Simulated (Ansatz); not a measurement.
Cost and result up the ladder for B(H2S)H3 (BH5S) (7 atoms). Charge 0, multiplicity 1. Geometry: B3LYP-D4/def2-TZVP.

```tsv
atom	x (Å)	y (Å)	z (Å)
B1	-0.229	-0.760	0.394
S2	0.492	1.096	-0.006
H3	1.190	0.918	-1.143
H4	-0.529	1.692	-0.650
H5	0.781	-1.297	0.763
H6	-0.702	-1.155	-0.633
H7	-1.003	-0.494	1.275
```

Ansatz on 4 threads of Arm Neoverse V2 on a shared host. Times are rough, and most runs start from the orbitals of an earlier one. ωB97M-V/def2-TZVP serves as the yardstick here, not as an exact answer. Differences are given only for rows in sets of like size (and for xTB, whose basis is part of the method), since another set adds its own error. Binding counts from free atoms at the same level (B doublet, S triplet, H doublet; other spins of the atoms weren't run), without zero-point energy or a counterpoise term.

LC-ωPBE has ω = 0.4 bohr⁻¹. B3LYP takes the VWN-RPA correlation. Correlated methods freeze 6 core orbitals.

Correlated methods converge slowly with the basis.

```json
{"level": "B3LYP-D4/6-31G", "functions": "32", "wall time": "0.2 s", "binding energy per atom (eV)": "2.81", "difference from ωB97M-V/def2-TZVP (eV)": "–"}
{"level": "PBE-D4/def2-SVP", "functions": "57", "wall time": "0.25 s", "binding energy per atom (eV)": "2.98", "difference from ωB97M-V/def2-TZVP (eV)": "–"}
{"level": "PBE0-D4/def2-SVP", "functions": "57", "wall time": "0.25 s", "binding energy per atom (eV)": "2.96", "difference from ωB97M-V/def2-TZVP (eV)": "–"}
{"level": "PBE-D4/def2-TZVP", "functions": "98", "wall time": "0.4 s", "binding energy per atom (eV)": "2.99", "difference from ωB97M-V/def2-TZVP (eV)": "0.00"}
{"level": "revPBE-D4/def2-TZVP", "functions": "98", "wall time": "0.4 s", "binding energy per atom (eV)": "2.94", "difference from ωB97M-V/def2-TZVP (eV)": "-0.05"}
{"level": "B3LYP-D4/def2-TZVP", "functions": "98", "wall time": "0.45 s", "binding energy per atom (eV)": "2.99", "difference from ωB97M-V/def2-TZVP (eV)": "-0.01"}
{"level": "PBE0-D4/def2-TZVP", "functions": "98", "wall time": "0.55 s", "binding energy per atom (eV)": "2.97", "difference from ωB97M-V/def2-TZVP (eV)": "-0.03"}
{"level": "LC-ωPBE/def2-TZVP", "functions": "98", "wall time": "0.55 s", "binding energy per atom (eV)": "2.93", "difference from ωB97M-V/def2-TZVP (eV)": "-0.06"}
{"level": "PBE-D4/def2-TZVPD", "functions": "128", "wall time": "0.6 s", "binding energy per atom (eV)": "2.99", "difference from ωB97M-V/def2-TZVP (eV)": "0.00"}
{"level": "r2SCANh-D4/def2-TZVP", "functions": "98", "wall time": "0.95 s", "binding energy per atom (eV)": "2.98", "difference from ωB97M-V/def2-TZVP (eV)": "-0.01"}
{"level": "r2SCAN-D4/def2-TZVP (with forces)", "functions": "98", "wall time": "1.1 s", "binding energy per atom (eV)": "2.99", "difference from ωB97M-V/def2-TZVP (eV)": "0.00"}
{"level": "r2SCAN-D4/def2-TZVPD", "functions": "128", "wall time": "1.2 s", "binding energy per atom (eV)": "2.99", "difference from ωB97M-V/def2-TZVP (eV)": "0.00"}
{"level": "ωB97M-V/def2-TZVP", "functions": "98", "wall time": "1.4 s", "binding energy per atom (eV)": "2.99", "difference from ωB97M-V/def2-TZVP (eV)": "0.00"}
{"level": "CCSD(T)/def2-TZVPD", "functions": "128", "wall time": "2.6 s", "binding energy per atom (eV)": "2.86", "difference from ωB97M-V/def2-TZVP (eV)": "-0.13"}
```
